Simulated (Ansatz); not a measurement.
# AlCl: the cost of one run

Method: DFT PBE0, Gaussian basis aug-cc-pV(T+d)Z, and further levels as typed in the inputs, in Ansatz 0.2.0.

## 1. Starting point

Bond lengths: Al1–Cl2 2.130 Å.

Structure file:

```xyz
2

Al    0.0000    0.0000    0.0000
Cl    0.0000    0.0000    2.1300
```

## 2. Batch of points: AlCl

Contents of input.yaml:

```yaml
basis:
  gaussian: { orbitals: "aug-cc-pV(T+d)Z.json" }
hamiltonian:
  xc: pbe0
batch:
  members: [s0.yaml, s1.yaml, s2.yaml, s3.yaml, s4.yaml, s5.yaml, ...]
# s1.yaml, one of 18 members:
crystal:
  periodic: [false, false, false]
  atoms:
    - { symbol: Al, position_ang: [0.0, 0.0, 0.0] }
    - { symbol: Cl, position_ang: [0.0, 0.0, 1.86] }
```

Q: Estimate wall time and peak memory on 4 threads of Arm Neoverse N1, shared host.

About 14 s, with a peak of 0.49 GiB.
